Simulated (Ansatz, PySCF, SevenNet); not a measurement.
Bulk modulus of rock-salt MgS: levels of theory against measurement

Reference value: 81 GPa (measured, corrected for zero-point motion; as tabulated in Goldzak et al. (2022), arXiv:2208.04865).

What do SevenNet-l3i5, LDA, PBE, revPBE, RPBE, PBEsol-D3(BJ), rVV10, r²SCAN+rVV10, HSE06, Hartree–Fock, MP2, CCSD(T) give, and how far is each from the reference?


```
level (code)            value (GPa)  cell (Å³/atom)  error (%)
----------------------  -----------  --------------  ---------
SevenNet-l3i5                  72.7           17.86      -10.2
LDA (Ansatz)                   83.2           16.87       +2.7
PBE (Ansatz)                   74.0           17.88       -8.6
revPBE (Ansatz)                70.1           18.29      -13.5
RPBE (Ansatz)                  69.4           18.40      -14.3
PBEsol-D3(BJ) (Ansatz)         84.1           16.76       +3.8
rVV10 (Ansatz)                 74.1           17.98       -8.5
r²SCAN+rVV10 (Ansatz)          81.5           17.47       +0.6
HSE06 (Ansatz)                 80.1           17.51       -1.1
Hartree–Fock (Ansatz)          77.0           18.45       -4.9
MP2 (PySCF)                85.5 ± 3           17.36       +5.6
CCSD(T) (PySCF)            81.1 ± 3           17.63       +0.1
```

Once the reference is moved by up to 5.0 % (a margin picked here for doubts on the reference and the settings) and values within 1.7 % count as equal, the nearest can be CCSD(T) (+0.1 %), r²SCAN+rVV10 (+0.6 %), HSE06 (-1.1 %), LDA (+2.7 %), PBEsol-D3(BJ) (+3.8 %), Hartree–Fock (-4.9 %) or MP2 (+5.6 %).

A ± on a computed value is a rough bar: the spread of its extrapolation, a floor set from checks against published values, or a statistical error. Each level is taken at its own relaxed cell. Cutoffs and k meshes differ between the levels. Ansatz's density-functional and Hartree–Fock values are scalar-relativistic unless marked +SOC, with PAW data made under PBE.

Machine-learned potentials (SevenNet-l3i5) are trained on DFT data: a solid inside that data is no test of them.

Differences are worked out from the printed values.

Ansatz is an electronic-structure program.
